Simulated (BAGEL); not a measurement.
# C2H5B (SMILES BC=C): a chain of runs

Aim: the energy (HF/6-31G*), then a single-point energy (NEVPT2(2,2)/6-31G*), then a single-point energy (CASPT2(2,2)/6-31G*) of C2H5B. 

The results are computed with BAGEL 1.2.2.

2 further runs of the same task are left out: 2 set aside as unsound or not needed.

## 1. The structure to begin with

C2H5B has 8 atoms, charge 0, and is taken as a singlet. As SMILES, `BC=C`. The B1–C2 distance was set to 2.072 Å, away from the relaxed value.

Bond lengths: C2–C3 1.339 Å, B1–H4 1.199 Å, B1–H5 1.197 Å, C2–H6 1.089 Å, C3–H7 1.086 Å, C3–H8 1.087 Å. Angles: C2–C3–H7 120.6°, C2–C3–H8 123.0°, C3–C2–H6 117.7°, H7–C3–H8 116.4°, H4–B1–H5 119.3°. A long bond or contact: B1–C2 2.072 Å.

## 2. The energy at HF/6-31G(d) (density fitting with svp-jkfit, spherical functions) (run 1)

Input file hf.json:

```json
{ "bagel": [

{
  "title": "molecule",
  "basis": "6-31gs.json",
  "df_basis": "svp-jkfit",
  "angstrom": false,
  "geometry": [
    { "atom": "B", "xyz": [    -1.79267357,     2.05468788,    -2.00672663 ] },
    { "atom": "C", "xyz": [     0.60849181,     0.51684010,     0.67557709 ] },
    { "atom": "C", "xyz": [     0.86832915,    -1.99233825,     0.87966751 ] },
    { "atom": "H", "xyz": [    -2.94011527,     0.65553465,    -3.36903019 ] },
    { "atom": "H", "xyz": [    -2.06403824,     4.28834416,    -2.23254890 ] },
    { "atom": "H", "xyz": [     1.69584022,     1.69980865,     1.96021291 ] },
    { "atom": "H", "xyz": [    -0.17517761,    -3.25505325,    -0.35791413 ] },
    { "atom": "H", "xyz": [     2.10572182,    -2.87956467,     2.25916758 ] }
  ]
},

{ "title": "hf" },

{ "title": "print", "file": "orbitals.molden", "orbitals": true }

]}
```

The basis set 6-31G* is read from a file made from the Basis Set Exchange's data (not shown).

On the command line:

```console
BAGEL_NUM_THREADS=1 BAGEL hf.json > hf.out
```

The log of the run:

```text
* using 1 threads per process

  ===============================================================
  ===============================================================

  *** Geometry ***

  { "atom" : "B", "xyz" : [     -1.792674,      2.054688,     -2.006727 ] },
  { "atom" : "C", "xyz" : [      0.608492,      0.516840,      0.675577 ] },
  { "atom" : "C", "xyz" : [      0.868329,     -1.992338,      0.879668 ] },
[... 4 lines of this table left out ...]
  { "atom" : "H", "xyz" : [      2.105722,     -2.879565,      2.259168 ] },

  Number of auxiliary basis functions:      315

  Since a DF basis is specified, we compute 2- and 3-index integrals:
    o Being stored without compression. Storage requirement is 0.007 GB

  Number of basis functions:       52
  Number of electrons      :       22

    * METHOD: MOLECULE                             0.08

  *** RHF ***

  === Nuclear Repulsion ===
    53.0866532405

      * DIIS with orbital gradients will be used.

  === RHF iteration (6-31gs.json) ===
      0       -103.13852435          0.01854116           0.01
      1       -103.20813703          0.00670705           0.01
      2       -103.21802578          0.00216066           0.01
[... 9 lines of this table left out ...]
     12       -103.21924603          0.00000001           0.01
    * SCF iteration converged.

    * Permanent dipole moment:
           (    0.093296,    -0.044928,     0.104549) a.u.

    * METHOD: HF                                   0.21

    * METHOD: PRINT                                0.01

  ===============================================================
```

Run time: 0.42 s. Hardware: 1 thread of Arm Neoverse V1, shared host; peak memory 0.15 GiB.

## 3. A single-point energy at NEVPT2(2,2)/6-31G(d) (density fitting with svp-jkfit, spherical functions) (run 2)

Input file nevpt2.json:

```json
{ "bagel" : [

{
  "title" : "molecule",
  "basis" : "6-31gs.json",
  "df_basis" : "svp-jkfit",
  "angstrom" : false,
  "geometry" : [
    { "atom" : "B", "xyz" : [ -1.79267357,  2.05468788, -2.00672663 ] },
    { "atom" : "C", "xyz" : [  0.60849181,  0.51684010,  0.67557709 ] },
    { "atom" : "C", "xyz" : [  0.86832915, -1.99233825,  0.87966751 ] },
    { "atom" : "H", "xyz" : [ -2.94011527,  0.65553465, -3.36903019 ] },
    { "atom" : "H", "xyz" : [ -2.06403824,  4.28834416, -2.23254890 ] },
    { "atom" : "H", "xyz" : [  1.69584022,  1.69980865,  1.96021291 ] },
    { "atom" : "H", "xyz" : [ -0.17517761, -3.25505325, -0.35791413 ] },
    { "atom" : "H", "xyz" : [  2.10572182, -2.87956467,  2.25916758 ] }
  ]
},
{ "title" : "hf" },
{ "title" : "casscf", "nstate" : 1, "nact" : 2, "nclosed" : 10, "active" : [10, 14], "maxiter" : 200, "natocc" : true },
{ "title" : "nevpt2", "nstate" : 1, "nact" : 2, "nclosed" : 10, "active" : [10, 14], "maxiter" : 200, "natocc" : true, "ncore" : 3 },
{ "title" : "print", "file" : "orbitals.molden", "orbitals" : true }

]}
```

The basis set 6-31G* is read from a file made from the Basis Set Exchange's data (not shown).

On the command line:

```console
BAGEL_NUM_THREADS=1 BAGEL nevpt2.json > nevpt2.out
```

The log of the run:

```text
* using 1 threads per process

  ===============================================================
  ===============================================================

  *** Geometry ***

  { "atom" : "B", "xyz" : [     -1.792674,      2.054688,     -2.006727 ] },
  { "atom" : "C", "xyz" : [      0.608492,      0.516840,      0.675577 ] },
  { "atom" : "C", "xyz" : [      0.868329,     -1.992338,      0.879668 ] },
[... 4 lines of this table left out ...]
  { "atom" : "H", "xyz" : [      2.105722,     -2.879565,      2.259168 ] },

[... 23 lines left out ...]
    * SCF iteration converged.
[... 1 line left out ...]
    * Permanent dipole moment:
[... 27 lines left out ...]
    * Second-order optimization converged. *
[... 9 lines left out ...]
     * ci vector, state   0, <S^2> = 0.0000
[... 3 lines left out ...]
    * METHOD: CASSCF                               0.76

    * freezing 3 orbitals

  === DF-NEVPT2 calculation ===

    * 3-index integral transformation done
    * assembly done

      NEVPT2 correlation energy:   -0.2975816806      0.05

          (+0)     -0.2324396080
          (+0)'    -0.0216469274
          (+1)     -0.0069829355
          (+1)'    -0.0000000000
          (+2)     -0.0003142448
          (-1)     -0.0312174645
          (-1)'     0.0000000000
          (-2)     -0.0049805004

      NEVPT2 total energy:       -103.5409384313

    * METHOD: NEVPT2                               0.07

    * METHOD: PRINT                                0.01

  ===============================================================
```

Run time: 1.3 s. Hardware: 1 thread of Arm Neoverse V1, shared host; peak memory 0.15 GiB.

## 4. A single-point energy at CASPT2(2,2)/6-31G(d) (density fitting with svp-jkfit, spherical functions) (run 3)

Input file job.json:

```json
{ "bagel": [

{
  "title": "molecule",
  "basis": "6-31gs.json",
  "df_basis": "svp-jkfit",
  "angstrom": false,
  "geometry": [
    { "atom": "B", "xyz": [ -1.79267357,  2.05468788, -2.00672663 ] },
    { "atom": "C", "xyz": [  0.60849181,  0.51684010,  0.67557709 ] },
    { "atom": "C", "xyz": [  0.86832915, -1.99233825,  0.87966751 ] },
    { "atom": "H", "xyz": [ -2.94011527,  0.65553465, -3.36903019 ] },
    { "atom": "H", "xyz": [ -2.06403824,  4.28834416, -2.23254890 ] },
    { "atom": "H", "xyz": [  1.69584022,  1.69980865,  1.96021291 ] },
    { "atom": "H", "xyz": [ -0.17517761, -3.25505325, -0.35791413 ] },
    { "atom": "H", "xyz": [  2.10572182, -2.87956467,  2.25916758 ] }
  ]
},
{ "title": "hf", "charge": 0 },
{ "title": "casscf", "nstate": 1, "nact": 2, "nclosed": 10, "charge": 0, "active": [10, 14], "maxiter": 200, "natocc": true },
{ "title": "print", "file": "orbitals.molden", "orbitals": true },
{ "title": "smith", "method": "caspt2", "ms": true, "xms": true, "sssr": true, "shift": 0.2, "shift_imag": true, "ncore": 3 }

]}
```

The basis set 6-31G* is read from a file made from the Basis Set Exchange's data (not shown).

On the command line:

```console
BAGEL_NUM_THREADS=1 BAGEL job.json > job.out
```

The log of the run:

```text
* using 1 threads per process

  ===============================================================
  ===============================================================

  *** Geometry ***

  { "atom" : "B", "xyz" : [     -1.792674,      2.054688,     -2.006727 ] },
  { "atom" : "C", "xyz" : [      0.608492,      0.516840,      0.675577 ] },
  { "atom" : "C", "xyz" : [      0.868329,     -1.992338,      0.879668 ] },
[... 4 lines of this table left out ...]
  { "atom" : "H", "xyz" : [      2.105722,     -2.879565,      2.259168 ] },

[... 25 lines left out ...]
    * Permanent dipole moment:
[... 37 lines left out ...]
     * ci vector, state   0, <S^2> = 0.0000
[... 21 lines left out ...]
       #      aibj      arbs      arbi      airj      risj      airs      arst      rist         Etot      error   time
[... 9 lines left out ...]
      ------------------------------------------------------------------------------------------------------------------

    * CASPT2 energy : state  0     -103.5429968327
        w/o shift correction       -103.5409301345
        reference weight              0.8978802807

    * METHOD: SMITH                                0.16

  ===============================================================
```

It took 1.3 s on 1 thread of Arm Neoverse V1, shared host; peak memory 0.15 GiB.

## 5. Results

| quantity | value |
| --- | --- |
| run 1, HF/6-31G*: total energy | -103.21925 Eh |
| run 1, HF/6-31G*: dipole moment | 0.37 D |
| run 1, HF/6-31G*: HOMO energy | -9.85 eV |
| run 1, HF/6-31G*: LUMO energy | 2.14 eV |
| run 1, HF/6-31G*: HOMO–LUMO gap | 12.00 eV |
| run 2, NEVPT2(2,2)/6-31G*: total energy | -103.54094 Eh |
| run 3, CASPT2(2,2)/6-31G*: total energy | -103.54300 Eh |
